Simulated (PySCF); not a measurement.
# B$_{2}$H, doublet in cc-pVDZ: errors against RCCSDT

Geometry: a point of a stretch scan, not a stationary point.

```tsv
atom	x (Å)	y (Å)	z (Å)
B	0.0000	0.0000	1.3662
B	0.0000	0.0000	-3.9098
H	0.0000	0.0000	2.5436
```

Basis cc-pVDZ; PySCF 2.14.0. Correlated methods freeze the noble-gas cores, which leaves 7 electrons in 31 orbitals. Prefix R: restricted or restricted open-shell reference; prefix U: unrestricted.

Full CI isn't at hand for all of this; RCCSDT serves as the reference. It lacks quadruple excitations. The frozen core follows each run's orbitals, which can shift R against U totals by a few meV.

- UHF ⟨S²⟩: 1.235
- ⟨S²⟩ of the determinant under UCCSD: 0.758
- T1 diagnostic (ROHF- or RHF-based CCSD): 0.0170
- largest doubles amplitude (ROHF- or RHF-based CCSD): 0.130

```
   level  E − E(RCCSDT) (kcal/mol)  share of correlation (%)  wall time
     RHF                     95.44                      0.00          –
    RMP2                     32.79                     65.65          –
   RCCSD                      1.88                     98.03          –
RCCSD(T)                      0.49                     99.49        1 s
```

The correlation energy at RCCSDT, counted from RHF, is -4.139 eV. That run took 57 s on 1 thread of Arm Neoverse V1, shared host.

Run but not shown, since their state, orbitals or frozen core can't be matched to the reference's or they repeat it: UHF, UMP2, UCCSD, UCCSD(T), UCCSDT.

Times are those of the correlated step on a shared host, with one SCF added for the restricted CCSD run; they ran on 1 thread of Arm Neoverse V1.
